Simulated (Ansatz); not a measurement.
in.yaml

```yaml
crystal:
  periodic: [false, false, false]
  atoms:
    - {symbol: Al, position_ang: [0.000000, 0.000000, 0.000000]}
    - {symbol: P, position_ang: [0.000000, 0.000000, 2.208000]}
basis:
  gaussian: {orbitals: cc-pVDZ}
magnetization: {spin_polarized: false, initial_magnetization: 4}
correlation: {method: fci, electrons: outside_noble_gas}
```

```sh
$ ansatz run in.yaml --threads 2 --pin off --events-out ev --progress --plain --max-ram 24576MiB --backend cuda --devices 0, --max-vram 18GiB
```

The program prints:

```
662 factors; integrals over basis functions are off by at most 2.1e-7 eV
mean field evaluation 1: about -15851.1387 eV, gradient 6.6e0 eV
mean field evaluation 2: about -15851.2542 eV, gradient 6.8e0 eV
mean field evaluation 4: about -15852.0015 eV, gradient 1.4e0 eV
mean field evaluation 8: about -15852.1288 eV, gradient 3.6e-1 eV
mean field evaluation 16: about -15852.1365 eV, gradient 1.6e-6 eV
mean field evaluation 32: about -15852.0910 eV, gradient 1.8e0 eV
mean field -15852.13646434 eV, -582.5552701005 hartree, gradient 2.8e-6 eV, S^2 6.000000; 2 other end points of the search recorded, 0 dependent functions left out
10 core orbitals not correlated: weight in the atoms' cores, before any rotation towards them, 1.000 or more for the frozen orbitals, at most 0.000 for the correlated occupied ones
reference -15852.13646434 eV, -582.5552701005 hartree; 6, 2 occupied and 20, 24 virtual orbitals, 662 factors
state -15855.88072933 eV, -582.6928693008 hartree
Total energy: -15855.88072933 eV, -582.6928693008 hartree
```

Natural occupations: 1.9502 1.9106 0.9935 0.9928 0.9876 0.9798 0.0355 0.0315 0.0190 0.0138 0.0124 0.0120 0.0119 0.0073 0.0067 0.0066 0.0061 0.0055 0.0046 0.0039 0.0031 0.0019 0.0018 0.0013.

Ran on 2 threads of AMD EPYC 7R13 with a shared H100 80 GB, shared host: 27 s wall, 1.7 GiB peak host memory.
